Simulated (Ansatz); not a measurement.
Ansatz (a first-principles code) input (CCSD(T)/cc-pV(D+d)Z): A basis named .json is the Basis Set Exchange file of that set (core-valence sets with the plain set on hydrogen).

Ansatz 0.2 input:
```yaml
crystal:
  periodic: [false, false, false]
  atoms:
    - {symbol: H, position_ang: [-0.00000000, -0.00000000, -0.37201156]}
    - {symbol: H, position_ang: [0.00000000, 0.00000000, 0.37201156]}
basis:
  gaussian:
    orbitals: cc-pV_D+d_Z.json
magnetization: {spin_polarized: false}
correlation: {method: ccsd_t, electrons: outside_noble_gas}
```

Output:

```
Functional definition: HF
integrals: 0.00 GiB planned
84 factors; integrals over basis functions are off by at most 1.4e-3 eV
mean field: 0.03 GiB planned
mean field evaluation 1: about -30.6428 eV, gradient 3.7e0 eV
mean field evaluation 2: about -30.6423 eV, gradient 3.7e0 eV
mean field evaluation 4: about -30.7145 eV, gradient 2.8e-2 eV
mean field evaluation 8: about -30.7145 eV, gradient 2.5e-7 eV
mean field evaluation 16: about -30.7145 eV, gradient 2.5e-7 eV
mean field -30.71445662 eV, -1.1287354617 hartree, gradient 2.5e-7 eV, S^2 0.000000; 1 other end points of the search recorded, 0 dependent functions left out
reference -30.71445662 eV, -1.1287354617 hartree; 1, 1 occupied and 9, 9 virtual orbitals, 84 factors
second order -0.71858898 eV of doubles, -0.00000000 eV of singles
coupled cluster: 0.03 GiB planned
cycle   1  -0.87998916 eV  change   -1.6e-1 eV  update   2.6e-2
cycle   2  -0.94441597 eV  change   -6.4e-2 eV  update   8.9e-3
cycle   3  -0.94543468 eV  change   -1.0e-3 eV  update   1.2e-3
cycle   4  -0.94550422 eV  change   -7.0e-5 eV  update   1.2e-4
cycle   5  -0.94546935 eV  change    3.5e-5 eV  update   1.0e-5
cycle   6  -0.94547566 eV  change   -6.3e-6 eV  update   1.6e-6
cycle   7  -0.94547423 eV  change    1.4e-6 eV  update   2.1e-7
perturbative correction -0.00000000 eV, -0.0000000000 hartree
Total energy: -31.65993084 eV, -1.1634809986 hartree
```
